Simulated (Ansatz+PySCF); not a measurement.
**singlet C2H2: levels of theory in one basis**

```json
{"atom": "C", "x (Å)": "0.0000", "y (Å)": "0.0000", "z (Å)": "-0.6043"}
{"atom": "C", "x (Å)": "0.0000", "y (Å)": "0.0000", "z (Å)": "1.2085"}
{"atom": "H", "x (Å)": "0.0000", "y (Å)": "0.0000", "z (Å)": "-1.6792"}
{"atom": "H", "x (Å)": "0.0000", "y (Å)": "0.0000", "z (Å)": "2.2835"}
```

Basis set: cc-pVDZ (spherical functions). Left uncorrelated: 2 orbitals. Charge 0, multiplicity 1.

Computed with Ansatz (development build ahead of 0.2.0); each method stands on the lowest determinant of its kind that the runs found. NEVPT2 correlates all electrons. Active spaces start from the frontier orbitals, and the lowest solution found is given.

```json
{"method": "RHF", "E − E(RHF) (eV)": "0.00", "<S²> of the determinant": "0.00"}
{"method": "UHF", "E − E(RHF) (eV)": "-4.17", "<S²> of the determinant": "2.01"}
{"method": "RHF-MP2", "E − E(RHF) (eV)": "-7.75", "<S²> of the determinant": "–"}
{"method": "RHF-CCSD(T)", "E − E(RHF) (eV)": "-11.44", "<S²> of the determinant": "–"}
{"method": "CASSCF(6,6)", "E − E(RHF) (eV)": "-5.87", "<S²> of the determinant": "–"}
{"method": "SC-NEVPT2(6,6)", "E − E(RHF) (eV)": "-9.95", "<S²> of the determinant": "–"}
{"method": "SC-NEVPT2(2,2)", "E − E(RHF) (eV)": "-9.62", "<S²> of the determinant": "–"}
```

Question: What does CASSCF(2,2) give on the same scale?

Answer: -1.64 eV.

Question: Is a single determinant a sound starting point here?

Answer: It is doubtful. Unrestricted orbitals lower Hartree–Fock by 4.17 eV and <S²> is 2.01 where a pure state has 0.00, a sign of strong static correlation. The CASSCF(6,6) natural occupations are 1.89, 1.68, 1.68, 0.31, 0.31, 0.11. The CASSCF(2,2) natural occupations are 1.65, 0.35.

Caution for RHF, RHF-MP2, RHF-CCSD(T): an unrestricted determinant lies well below. Caution for RHF, UHF, RHF-MP2, RHF-CCSD(T): the determinant breaks the point group. Caution for UHF: the unrestricted determinant is a mixture of spin states. Caution for RHF-MP2, RHF-CCSD(T): large amplitudes, a single reference is doubtful. Caution for RHF-MP2: another reference gives a lower total.
